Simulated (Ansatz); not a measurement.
A calculation on rock-salt CdO returned elastic constant C11 237 GPa, elastic constant C44 60.4 GPa, Voigt–Reuss–Hill shear modulus 58.4 GPa.

Q: Which level of theory produced these numbers?
A. B3LYP (VWN-RPA form) (Ansatz, a quantum-chemistry and plane-wave program)
B. HSE06 (Ansatz)
C. PBE0 (Ansatz)
D. LC-ωPBE (Ansatz)

A: D, LC-ωPBE (Ansatz)

The others give: HSE06 209 GPa, 57.1 GPa, 53.3 GPa; PBE0 212 GPa, 57.1 GPa, 53.7 GPa; B3LYP (VWN-RPA form) 185 GPa, 58.0 GPa, 49.1 GPa.

Unless a cell is named, each level is at its own relaxed cell (B3LYP (VWN-RPA form) 13.50, HSE06 13.02, LC-ωPBE 12.74, PBE0 13.01 Å³/atom).

Ansatz's density-functional and Hartree–Fock values are scalar-relativistic unless marked +SOC, with PAW data made under PBE.
